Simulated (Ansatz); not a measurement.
Reaction (SMILES): C#C (C2H2) → [C-]#C + H+
B3LYP-D3(BJ)/def2-TZVP geometries, fixed; electronic energies without zero-point terms.

How fast the deprotonation energy converges with the basis for several methods (Ansatz, a quantum-chemistry and plane-wave program): deviation from each method's own reference, in kcal/mol. References: B2PLYP 384.02 kcal/mol, the value in aug-pcseg-3; B3LYP 384.23 kcal/mol, the value in aug-pcseg-3; CCSD(T) 384.23 kcal/mol, Hartree-Fock in aug-cc-pVQZ plus the correlation part extrapolated as X^-3 from aug-cc-pVTZ and aug-cc-pVQZ; HF 387.39 kcal/mol, the value in aug-pcseg-3; MP2 383.28 kcal/mol, Hartree-Fock in aug-cc-pVQZ plus the correlation part extrapolated as X^-3 from aug-cc-pVTZ and aug-cc-pVQZ; PBE 382.10 kcal/mol, the value in aug-pcseg-3. All functions are spherical. In correlated methods cores are frozen. No added dispersion term, no relativity. 

```json
[
 {"basis": "3-21G", "functions": "22", "B2PLYP": "24.57", "B3LYP": "23.44", "CCSD(T)": "28.30", "HF": "…", "MP2": "27.64", "PBE": "23.61"},
 {"basis": "pcseg-0", "functions": "22", "B2PLYP": "11.80", "B3LYP": "11.51", "CCSD(T)": "14.31", "HF": "…", "MP2": "13.24", "PBE": "11.82"},
 {"basis": "6-31G", "functions": "22", "B2PLYP": "22.02", "B3LYP": "21.58", "CCSD(T)": "24.36", "HF": "…", "MP2": "23.89", "PBE": "22.23"},
 {"basis": "6-311+G**", "functions": "56", "B2PLYP": "-0.41", "B3LYP": "-0.96", "CCSD(T)": "1.44", "HF": "…", "MP2": "1.47", "PBE": "-0.69"},
 {"basis": "aug-cc-pVDZ", "functions": "64", "B2PLYP": "-3.85", "B3LYP": "-3.45", "CCSD(T)": "-4.43", "HF": "…", "MP2": "-4.03", "PBE": "-2.97"},
 {"basis": "def2-TZVP", "functions": "74", "B2PLYP": "2.50", "B3LYP": "2.76", "CCSD(T)": "2.36", "HF": "…", "MP2": "2.54", "PBE": "3.46"},
 {"basis": "cc-pVTZ", "functions": "88", "B2PLYP": "6.44", "B3LYP": "6.37", "CCSD(T)": "6.83", "HF": "…", "MP2": "7.29", "PBE": "6.89"},
 {"basis": "def2-TZVPP", "functions": "90", "B2PLYP": "3.04", "B3LYP": "3.00", "CCSD(T)": "3.54", "HF": "…", "MP2": "3.88", "PBE": "3.68"},
 {"basis": "jun-cc-pV(T+d)Z", "functions": "106", "B2PLYP": "-0.43", "B3LYP": "-0.28", "CCSD(T)": "-0.05", "HF": "…", "MP2": "0.12", "PBE": "-0.17"},
 {"basis": "aug-pcseg-2", "functions": "138", "B2PLYP": "0.13", "B3LYP": "-0.05", "CCSD(T)": "1.19", "HF": "…", "MP2": "1.38", "PBE": "-0.04"},
 {"basis": "def2-QZVPP", "functions": "174", "B2PLYP": "1.09", "B3LYP": "1.17", "CCSD(T)": "1.51", "HF": "…", "MP2": "1.78", "PBE": "1.49"},
 {"basis": "def2-QZVPPD", "functions": "192", "B2PLYP": "0.40", "B3LYP": "0.56", "CCSD(T)": "0.77", "HF": "…", "MP2": "1.02", "PBE": "0.72"}
]
```

Task: What belongs in the gaps?

Result: 
- 3-21G, HF: 17.86
- pcseg-0, HF: 6.97
- 6-31G, HF: 15.93
- 6-311+G**, HF: -1.45
- aug-cc-pVDZ, HF: -3.40
- def2-TZVP, HF: 1.62
- cc-pVTZ, HF: 4.57
- def2-TZVPP, HF: 1.80
- jun-cc-pV(T+d)Z, HF: -0.47
- aug-pcseg-2, HF: -0.02
- def2-QZVPP, HF: 0.51
- def2-QZVPPD, HF: 0.21

Mean absolute deviation over 6-311+G**, def2-TZVP, cc-pVTZ, def2-TZVPP, jun-cc-pV(T+d)Z, aug-pcseg-2: HF 1.66, B2PLYP 2.16, B3LYP 2.23, PBE 2.49, CCSD(T) 2.57, MP2 2.78 kcal/mol.
